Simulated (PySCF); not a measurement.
**Stationary points of ClF₅**

Method: PySCF, PBE0, basis Cl def2-SVP, F def2-SVP (no relativity, density fitting).

Relaxations began from a few typed shapes. The search is not exhaustive: other isomers or separated fragments can lie lower, and high-lying points may rest on an excited occupation.

Q: Order these stationary points by electronic energy, lowest first, in kJ/mol from the lowest minimum.
A. singlet C4v: Cl–F 1.640 Å, Cl–F 1.683 Å (×4); F–Cl–F 85.5° (×4), F–Cl–F 89.6° (×4), F–Cl–F 170.9° (×2)
B. singlet D3h: Cl–F 1.724 Å (×2), Cl–F 1.766 Å (×3); F–Cl–F 90.0° (×6), F–Cl–F 120.0° (×3), F–Cl–F 180.0°

A: A (0.0), B (178.7).

Q: Which of them are minima?

A: By energy in kJ/mol, 0.0: minimum; 178.7: saddle point, 2 imaginary modes.

Counting electrons, chlorine keeps 2 of its valence electrons outside its bonds, so the VSEPR class is AX5E1 and the expected shape is square pyramidal (C4v), as computed.
